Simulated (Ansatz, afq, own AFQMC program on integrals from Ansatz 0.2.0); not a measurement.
# Where AFQMC and coupled cluster stand for P, sextet

A free P atom.

Basis cc-pVQZ. Noble-gas cores (and the filled d shells of Ga–Kr and In–Xe) are frozen. Integrals, coupled cluster, full CI and functionals: Ansatz 0.2.0; the random walks run on the same integrals in our own AFQMC program. The CISD trial takes its coefficients from CCSD amplitudes. Released means that phaseless walkers are propagated on without the constraint, phases kept. ± is one standard error of the sampling.

Determinant: UHF, the one that the program's search chose, which needn't be the lowest solution.

Full CI on the same integrals is exact in this basis and with this determinant's frozen core.

Cautions: another spin lies lower (by 14.92 eV).

The T1 diagnostic is 0.0020 and the weight of the determinant in the CISD state is 0.962. The ⟨S²⟩ of the determinant is 8.750. The size of the correlated space is 5 electrons in 54 orbitals.

```json
{"level": "MP2", "correlation energy (eV)": "-1.0386"}
{"level": "CCSD", "correlation energy (eV)": "-1.3491"}
{"level": "CCSD(T)", "correlation energy (eV)": "-1.3869"}
```

**Question.** Estimate where phaseless AFQMC with a CISD trial lies against CCSD(T) on the same integrals.

**Answer.** 0.9 ± 2.5 meV below CCSD(T). The gap is under twice the noise, so this walk alone can't tell the two apart.

Reference: full CI, correlation energy -1.397 eV. The released energy is read at 1.62 1/Eh, later times being too noisy (meV from the phaseless value at times in 1/Eh: -3.2 ± 0.6 at 0.24, -3.7 ± 1.5 at 0.51, -6.7 ± 0.5 at 0.99, -7.3 ± 0.5 at 1.62, -38 ± 31 at 2.40).

| level | E − E(reference) (meV) | share of correlation (%) |
| --- | --- | --- |
| CCSD(T) | 10.3 | 99.26 |
| CCSDT | 0.8 | 99.94 |
| CCSDT(Q) | 0.2 | 99.99 |
| ph-AFQMC/CISD | 9.4 ± 2.5 | 99.32 |
| released AFQMC | 2.1 ± 0.5 | 99.85 |

CCSDT and higher add their correlation energy to the determinant of the CCSD(T) run, since their own runs factorise the integrals more tightly (a shift of under 2 meV). A walk keeps the symmetry of its determinant, which the program's search chose and which needn't be the lowest solution, so a lower state of the same spin and another symmetry isn't excluded. Released energies are given only where the last usable release times agree within the noise; a slower fall can still hide under it.
